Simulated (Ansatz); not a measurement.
Total energies of `N/C(F)=C\O`.

```xyz
9

N     0.592   -0.729    0.803
C     0.502    0.256   -0.175
F     1.657    0.843   -0.576
C    -0.651    0.630   -0.714
O    -1.839    0.091   -0.366
H     0.961   -0.384    1.681
H     1.138   -1.531    0.509
H    -0.713    1.397   -1.474
H    -1.647   -0.572    0.312
```

Charge 0, multiplicity 1. The structure was optimised at the PBE0-D4/def2-TZVP level. It is one conformer, not always the lowest. Basis def2-TZVPP, Ansatz.

RPA on PBE orbitals: Hartree–Fock energy of these orbitals -306.85448 Eh, correlation -1.56977 Eh (frozen core).

```tsv
functional	kind	energy without D4 (Eh)	D4 term (kJ/mol)
B3LYP	global hybrid, 20 %	-308.54536	-21.5
B2PLYP	double hybrid	-308.32814	–
```

(1) Give the same for LDA (SPW92), PBE, revPBE, BLYP, r2SCAN, B97M-V, PBE0, r2SCANh, r2SCAN0, HSE06 (plane-wave form), BHLYP, CAM-B3LYP, LC-ωPBE, ωB97X-V, ωB97M-V, PBE-QIDH. (Estimate.)

B3LYP takes the VWN-RPA correlation (the form of Gaussian; ORCA's B3LYP/G). HSE06 is the plane-wave form, built on full-range PBE exchange. The double hybrids freeze the cores in their second-order part.

## Answers

(1) Computed: 
```csv
functional,kind,energy without D4 (Eh),D4 term (kJ/mol)
LDA (SPW92),LDA,-306.21841,–
PBE,GGA,-308.20879,-13.5
revPBE,GGA,-308.44737,-49.3
BLYP,GGA,-308.47690,-30.8
r2SCAN,meta-GGA,-308.38765,-3.3
B97M-V,meta-GGA with VV10,-308.47221,–
PBE0,"global hybrid, 25 % exact exchange",-308.21241,-11.1
r2SCANh,"meta-GGA hybrid, 10 %",-308.36969,-3.4
r2SCAN0,"meta-GGA hybrid, 25 %",-308.34406,-3.8
HSE06 (plane-wave form),screened hybrid,-308.19815,-10.2
BHLYP,"global hybrid, 50 %",-308.38415,-14.4
CAM-B3LYP,range-separated hybrid,-308.43191,-11.0
LC-ωPBE,long-range corrected hybrid,-308.35788,–
ωB97X-V,range-separated hybrid GGA with VV10,-308.44033,–
ωB97M-V,range-separated hybrid meta-GGA with VV10,-308.44419,–
PBE-QIDH,double hybrid,-308.16538,–
```

LC-ωPBE has ω = 0.4 bohr⁻¹.
